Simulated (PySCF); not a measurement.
**Two attempts at BPH3F (SMILES FBP)**

Wanted: localised orbitals of BPH3F, HF-D4/ma-def2-TZVP (density fitting with aug-cc-pvtz-jkfit).

The results are computed with PySCF 2.14.0.

2 further runs of the same task are left out: 2 set aside as unsound or not needed.

## 1. The system as given

BPH3F has 6 atoms, charge 0, and is taken as a singlet. As SMILES, `FBP`. The shape is that of a GFN2-xTB optimisation. This is one conformer, not always the lowest.

Bond lengths: F1–B2 1.315 Å, B2–P3 1.888 Å, B2–H4 1.174 Å, P3–H5 1.380 Å, P3–H6 1.381 Å. Angles: F1–B2–P3 119.3°, F1–B2–H4 116.7°, P3–B2–H4 123.7°, B2–P3–H5 98.2°, B2–P3–H6 98.4°, H5–P3–H6 95.7°.

## 2. Try one

job.py reads:

```python
import numpy
from pyscf import gto, scf, lo

mol = gto.M(
    atom='''
F   -1.238930  -1.193530   0.673800
B   -0.166900  -0.827020   0.005390
P    0.654190   0.824070   0.409390
H    0.286690  -1.614800  -0.737810
H    0.854190   0.824070   0.509390
H   -0.486160   1.593830   0.528400
''',
    charge=0,
    basis='ma-def2-tzvp',
    spin=0,
    verbose=4,
    max_memory=1860,
)

hf = scf.RHF(mol)
hf = hf.density_fit(auxbasis='aug-cc-pvtz-jkfit')
hf.max_cycle = 99
hf.disp = 'd4'
hf.kernel()

e_tot = hf.e_tot
print('E = %.10f Eh' % e_tot)
occ = hf.mo_coeff[:, 7:mol.nelec[0]]
loc = lo.PM(mol, occ).kernel()
r1 = numpy.einsum('xij,ip,jp->px', mol.intor('int1e_r'), loc, loc)
spread = numpy.einsum('ij,ip,jp->p', mol.intor('int1e_r2'), loc, loc) - (r1 ** 2).sum(1)
centres = r1 * 0.529177
print('orbital  centre (A)  spread (bohr^2)')
for i, (c, s) in enumerate(zip(centres, spread), 1):
    print('%3d %9.4f %9.4f %9.4f %9.4f' % (i, *c, s))
```

Command:

```console
$ OMP_NUM_THREADS=1 python job.py
```

The log of the run:

```text
PySCF version 2.14.0

[... 65 lines left out ...]
converged SCF energy = -454.984501588065
[... 35 lines left out ...]
  9    0.6451    0.7826    0.2570    6.0478
```

Run time: 1.8 s. Hardware: 1 thread of Arm Neoverse V2, shared host; peak memory 0.17 GiB.

## 3. Diagnosis

The run finished; that doesn't make the result usable.

What is wrong: two atoms lie on top of or far too near each other. As the program read them, the closest atoms are 0.22 Å apart, against 1.17 Å in the sound input.

## 4. The mended input

input.py reads:

```python
import numpy
from pyscf import gto, scf, lo

mol = gto.Mole()
mol.atom = '''
F
B 1 1.315428
P 2 1.887724 1 119.30316
H 2 1.174175 1 116.71258 3 173.694
H 3 1.379609 2 98.22823 4 46.94983
H 3 1.380975 5 95.69736 2 -99.40953
'''
mol.basis = 'ma-def2-tzvp'
mol.max_memory = 1860
mol.verbose = 4
mol.build()

hf = scf.RHF(mol)
hf = hf.density_fit(auxbasis='aug-cc-pvtz-jkfit')
hf.disp = 'd4'
hf.kernel()

e_tot = hf.e_tot
print('E(%s) = %.9f' % ('HF', e_tot))
occ = hf.mo_coeff[:, 7:mol.nelec[0]]
loc = lo.PM(mol, occ).kernel()
r1 = numpy.einsum('xij,ip,jp->px', mol.intor('int1e_r'), loc, loc)
spread = numpy.einsum('ij,ip,jp->p', mol.intor('int1e_r2'), loc, loc) - (r1 ** 2).sum(1)
centres = r1 * 0.529177
print('orbital  centre (A)  spread (bohr^2)')
for i, (c, s) in enumerate(zip(centres, spread), 1):
    print('%3d %9.4f %9.4f %9.4f %9.4f' % (i, *c, s))
```

Command:

```console
$ OMP_NUM_THREADS=1 python input.py
```

The log of the run:

```text
PySCF version 2.14.0

[... 63 lines left out ...]
converged SCF energy = -466.728884411681
[... 2 lines left out ...]
******** <class 'pyscf.lo.pipek.PipekMezey'> ********
conv_tol = 1e-06
conv_tol_grad = None
max_cycle = 100
max_stepsize = 0.05
max_iters = 20
kf_interval = 5
kf_trust_region = 5
ah_start_tol = 1000000000.0
ah_start_cycle = 1
ah_level_shift = 0
ah_conv_tol = 1e-12
ah_lindep = 1e-14
ah_max_cycle = 40
ah_trust_region = 3
init_guess = atomic
algorithm = ciah
pop_method = meta_lowdin
exponent = 2
Set conv_tol_grad to 0.000316228
Init f(x)= 5.8507819584529  |g|= 0.520599
macro= 1  f(x)= 6.1917281163505  delta_f= 0.340946  |g|= 0.608152  4 KF 20 Hx
macro= 2  f(x)= 6.2968122193812  delta_f= 0.105084  |g|= 0.140769  3 KF 8 Hx
macro= 3  f(x)= 6.2979952436697  delta_f= 0.00118302  |g|= 0.0025844  2 KF 8 Hx
macro= 4  f(x)= 6.2979952419294  delta_f= -1.74021e-09  |g|= 0.000188825  1 KF 5 Hx
macro X = 4  f(x)= 6.2979952419294  |g|= 0.000188825  8 intor 10 KF 41 Hx
orbital  centre (A)  spread (bohr^2)
  1    0.0008    0.0040    0.0200    1.3098
  2    1.7806    0.0220    0.8286    3.3106
  3    0.1333    0.0003    0.0020    1.8768
[... 5 lines of this table left out ...]
  9    2.3549   -0.4782    1.8559    4.9953
```

Wall time 1.7 s (1 thread of Arm Neoverse V2, shared host); peak memory 0.17 GiB.

## 5. What came out

Level: HF-D4/ma-def2-TZVP (density fitting with aug-cc-pvtz-jkfit).

```
         quantity          value
     total energy  -466.72888 Eh
    dipole moment         1.16 D
      HOMO energy      -10.30 eV
      LUMO energy        0.86 eV
    HOMO–LUMO gap       11.16 eV
dispersion energy  -31.10 kJ/mol
```

What this shows: The first attempt's energy was +319.581 eV off this one.
